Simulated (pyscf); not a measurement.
7 gas-phase steps of one pattern: four-centre exchange on the singlet surface, Cl–H + H–Si or Cl–H + H–Sn or F–H + Ge–H or F–H + H–Si or F–H + H–Sn broken and Cl–Si + H–H or Cl–Sn + H–H or F–Ge + H–H or F–Si + H–H or F–Sn + H–H formed. Optimised with ωB97X-D3(BJ)/def2-SVP in PySCF. Electronic energies in eV, from the separated reactants; ΔE‡ and ΔE at ωB97M-D3(BJ)/def2-TZVP. Rows were drawn at random from the steps of this pattern with a verified saddle, stable references and no exit in the data more than 5 kcal/mol lower.

```json
[
 {"row": "1", "step": "H₂N–SiH(NH₂)–NH₂ (SMILES N[SiH](N)N) + HF (SMILES F) -> H₂N–Si(NH₂)(NH₂)–F (SMILES N[Si](N)(N)F) + H₂ (SMILES [H][H])", "ΔE": "-1.56", "ΔE‡": "0.80"},
 {"row": "2", "step": "H₂N–SiH₂–Cl (SMILES N[SiH2]Cl) + HF (SMILES F) → H₂N–SiH(F)–Cl (SMILES N[SiH](F)Cl) + H₂ (SMILES [H][H])", "ΔE": "-1.39", "ΔE‡": "0.96"},
 {"row": "3", "step": "H₂N–SiH₂–NH₂ (SMILES N[SiH2]N) + HCl (SMILES Cl) -> H₂N–SiH(NH₂)–Cl (SMILES N[SiH](N)Cl) + H₂ (SMILES [H][H])", "ΔE": "-1.05", "ΔE‡": "1.00"},
 {"row": "4", "step": "H₂N–SiH₃ (SMILES N[SiH3]) + HCl (SMILES Cl) -> H₂N–SiH₂–Cl (SMILES N[SiH2]Cl) + H₂ (SMILES [H][H])", "ΔE": "-0.99", "ΔE‡": "1.13"},
 {"row": "5", "step": "H₃Sn–SnH₃ (SMILES [SnH3][SnH3]) + HCl (SMILES Cl) → Cl–SnH₂–SnH₃ (SMILES [Cl][SnH2][SnH3]) + H₂ (SMILES [H][H])", "ΔE": "-0.71", "ΔE‡": "1.33"},
 {"row": "6", "step": "H₃C–SnH₃ (SMILES [CH3][SnH3]) + HF (SMILES F) -> H₃C–SnH₂–F (SMILES [CH3][SnH2][F]) + H₂ (SMILES [H][H])", "ΔE": "-0.47", "ΔE‡": "?"},
 {"row": "7", "step": "H₃Ge–GeH₃ (SMILES [GeH3][GeH3]) + HF (SMILES F) → F–GeH₂–GeH₃ (SMILES [F][GeH2][GeH3]) + H₂ (SMILES [H][H])", "ΔE": "-0.35", "ΔE‡": "1.62"}
]
```

Problem. From a straight line through the complete rows, estimate the missing barrier and say how far the line can be trusted.

Solution. Over the 6 complete rows the means are -1.01 (ΔE) and 1.14 (ΔE‡); least squares gives b = 0.65 and a = 1.80 eV, with residuals of 0.06 eV (root mean square; largest 0.12, row 3). For row 6: 1.80 + 0.65 × (-0.47) = 1.49 eV. The computed barrier is 1.08 eV, 0.41 under the line. The line follows the complete rows closely but misses this one by more than their scatter. Each barrier is that of the saddle found. Elements up to Kr have no core potential and no relativistic terms here. Elements past Kr carry the def2 core potentials, without spin-orbit coupling.
